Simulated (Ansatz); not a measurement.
C$_{2}$H$_{5}$NS (`C=NCS`). The species carries charge 0 and has multiplicity 1. The geometry is a stationary point of PBE0-D4/def2-TZVP. It is one conformer, not always the lowest.

```xyz
9

C     1.282   -0.632   -0.675
N     0.445    0.303   -0.577
C    -0.787    0.023    0.107
S    -0.922    0.958    1.653
H     1.113   -1.638   -0.268
H     2.227   -0.449   -1.184
H    -1.620    0.292   -0.544
H    -0.896   -1.030    0.403
H    -0.841    2.173    1.086
```

(1) What is the dipole moment at PBE/def2-TZVPP? (Estimate.)

(2) And with r2SCAN, B3LYP, ωB97M-V? (An estimate is asked.)

(3) Give the Mulliken charges with PBE, r2SCAN, B3LYP in def2-TZVPP. (An estimate is asked.)

Answers

(1) Ansatz gave: 1.55 D, with components (0.18, -1.26, -0.90) D in this frame, pointing from negative to positive charge.

(2) Ansatz gave: r2SCAN 1.66 D, B3LYP 1.66 D, ωB97M-V 1.70 D.

(3) Ansatz gave: 
```
atom    PBE  r2SCAN  B3LYP
  C1  -0.10    0.00  -0.11
  N2  -0.15   -0.25  -0.18
  C3  -0.02    0.09  -0.02
  S4  -0.18   -0.18  -0.17
  H5   0.05    0.04   0.06
  H6   0.11    0.08   0.12
  H7   0.12    0.08   0.12
  H8   0.07    0.04   0.08
  H9   0.11    0.09   0.10
```

B3LYP here is the variant with VWN-RPA as its local correlation; programs differ in this.
